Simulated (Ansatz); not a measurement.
# CHSi (doublet): from Hartree-Fock to the top rungs at distance Si1–H3 = 4.045 Å, 6-31G

How much of the correlation energy of CHSi (doublet) does each wave-function method recover here?

The runs use Ansatz 0.2.0, Gaussian basis; 6-31G, core rule «outside noble gas», up to 6 orbitals frozen.

To be run: UHF; CCSD(T) on ROHF; CCSD(T) on UHF; BCCD(T) on ROHF; CISD; CCSDT(Q) on ROHF; CCSDT(Q) on UHF; CISDTQ; CASSCF and MRCISD+Q, 3 electrons in 3 orbitals; CASSCF and NEVPT2, 3 electrons in 3 orbitals; CASSCF and MRCISD+Q, 9 electrons in 9 orbitals; CASSCF and MRCISD+Q(relaxed), 9 electrons in 9 orbitals; CASSCF and NEVPT2, 9 electrons in 9 orbitals; Full CI; Full CI in the symmetry of the determinant.

24 further runs of the same task are left out: 5 for a known fault of the program, 16 that didn't finish, 3 set aside as unsound or not needed.

### Step 1. The geometry

The geometry derives from a PBE0/def2-TZVP stationary point (not a proven minimum). One bond is set to the value named and the two fragments are kept rigid.

3 atoms, charge 0, spin multiplicity 2.

Atoms are counted from 1 here; the program's logs count them from 0.

Bond lengths: Si1–C2 1.726 Å.

### Step 2. UHF

Contents of in.yaml:

```yaml
crystal:
  periodic: [false, false, false]
  atoms:
    - {symbol: Si, position_ang: [0.000000, 0.000000, 0.772910]}
    - {symbol: C, position_ang: [0.000000, 0.000000, 2.499180]}
    - {symbol: H, position_ang: [0.000000, 0.000000, -3.272090]}
basis:
  gaussian: {orbitals: 6-31G}
magnetization: {spin_polarized: true, initial_magnetization: 1}
hamiltonian: {xc: hf}
output: {orbitals: {seedname: orbitals}}
```

The run is started by

```console
$ ansatz run in.yaml --threads 1 --pin off --events-out ev --progress --plain --max-ram 2393MiB
```

Further steps of the session: CCSD(T) on ROHF; CCSD(T) on UHF; BCCD(T) on ROHF; CISD; CCSDT(Q) on ROHF; CCSDT(Q) on UHF; CISDTQ; CASSCF and MRCISD+Q, 3 electrons in 3 orbitals; CASSCF and NEVPT2, 3 electrons in 3 orbitals; CASSCF and MRCISD+Q, 9 electrons in 9 orbitals; CASSCF and MRCISD+Q(relaxed), 9 electrons in 9 orbitals; CASSCF and NEVPT2, 9 electrons in 9 orbitals; Full CI; Full CI in the symmetry of the determinant.

Q: Predict the results of all the runs planned. Wanted: FCI below the RHF energy; RMP2 from FCI; UMP2 from FCI; RCCSD from FCI; RCCSD(T) from FCI; UCCSD(T) from FCI; RCCSDT(Q) from FCI; UCCSDT(Q) from FCI; NEVPT2 pair from FCI.

As calculated:

```
                         quantity                                                                                                     value
         FCI below the RHF energy                                                                                                -5.6304 eV
                    RMP2 from FCI                                                                                           +39.33 kcal/mol
                    UMP2 from FCI                                                                                           +29.06 kcal/mol
                   RCCSD from FCI                                                                                            +6.36 kcal/mol
                RCCSD(T) from FCI                                                                                            +1.88 kcal/mol
                UCCSD(T) from FCI                                                                                            +1.78 kcal/mol
               RCCSDT(Q) from FCI                                                                                            -0.95 kcal/mol
               UCCSDT(Q) from FCI                                                                                            +0.29 kcal/mol
             NEVPT2 pair from FCI                                                                                           +21.82 kcal/mol
           MRCISD+Q pair from FCI                                                                                            -0.36 kcal/mol
          NEVPT2 valence from FCI                                                                                            +6.76 kcal/mol
levels within 1 kcal/mol (43 meV)  UCCSDT, RCCSDT(Q), UCCSDT(Q), MRCISD+Q pair, MRCISD valence, MRCISD+Q valence, MRCISD+Q(relaxed) valence
                    T1 diagnostic                                                                                                     0.338
   effectively unpaired electrons                                                                                                      3.19
```

RCCSD(T) misses by +1.88 kcal/mol, 1.4 % of the correlation energy. RCCSDT(Q), MRCISD+Q pair, MRCISD+Q(relaxed) valence fall below full CI, which methods that aren't variational can do. With 3.2 effectively unpaired electrons against 1 the state is strongly multireference. Coupled cluster on one determinant still stays close here. Of the multireference levels listed MRCISD+Q(relaxed) valence comes nearest in total energy (-0.10 kcal/mol), which doesn't show that its space is the better one. Coupled cluster took another determinant than the lowest Hartree-Fock one. These misses are within one basis, not against nature; the frozen cores of restricted and unrestricted runs differ, which can shift their rows.
